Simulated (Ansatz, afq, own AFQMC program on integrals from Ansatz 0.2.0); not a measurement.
Where AFQMC and coupled cluster stand for SiH$_{4}$, singlet

```csv
atom,x (Å),y (Å),z (Å)
Si,-0.0631,0.0632,0.0627
H,0.7927,0.9220,0.9196
H,-0.9227,-0.7912,0.9202
H,-0.9179,0.9188,-0.7984
H,2.8066,-2.8112,-2.7892
```

Basis 6-31G. Only valence electrons are correlated. Ansatz 0.2.0 and our own AFQMC program on the same integrals; the CISD trial comes from CCSD amplitudes, and released means the phaseless constraint is let go. Uncertainties: one standard error, sampling alone.

Determinant: UHF, the one that the program's search chose, which needn't be the lowest solution. The geometry is a point of a scan.

Full CI on the same integrals is exact in this basis and with this determinant's frozen core.

Cautions: unrestricted determinant spin contaminated (⟨S²⟩ 1.00 against 0.00); the CCSDTQ amplitudes may be one of several solutions (largest double 0.76); the released energies have errors that jump between times, so the bars are unsure, so no released level is given (meV from the phaseless value at times in 1/Eh: -0.6 ± 0.5 at 0.24, -1.2 ± 0.4 at 0.51, 6 ± 8 at 0.99, -1.5 ± 0.3 at 1.62, -2.2 ± 0.3 at 2.40), though the last usable value meets full CI within the noise; the next higher spin lies close (within 5 meV by full CI).

The T1 diagnostic is 0.0076, the weight of the determinant in the CISD state is 0.949 and the ⟨S²⟩ of the determinant is 1.004. The size of the correlated space is 8 electrons in 16 orbitals.

```
  level  correlation energy (eV)
    MP2                  -1.3207
   CCSD                  -1.8563
CCSD(T)                  -1.8759
```

Question: Estimate where phaseless AFQMC with a CISD trial lies against CCSD(T) on the same integrals.

Answer: 0.33 ± 0.02 mEh below CCSD(T).

Reference: full CI, correlation energy -1.887 eV. The cautions show a poor starting determinant, so the rows tell how each method copes with it here, and full CI is the sure value.

```
        level  E − E(reference) (mEh)  share of correlation (%)
      CCSD(T)                    0.39                     99.43
        CCSDT                    0.08                     99.88
     CCSDT(Q)                    0.06                     99.92
       CCSDTQ                    0.01                     99.99
ph-AFQMC/CISD             0.06 ± 0.02                     99.91
```

CCSDT and higher add their correlation energy to the determinant of the CCSD(T) run, since their own runs factorise the integrals more tightly (a shift of under 2 meV). A walk keeps the symmetry of its determinant, which the program's search chose and which needn't be the lowest solution, so a lower state of the same spin and another symmetry isn't excluded.
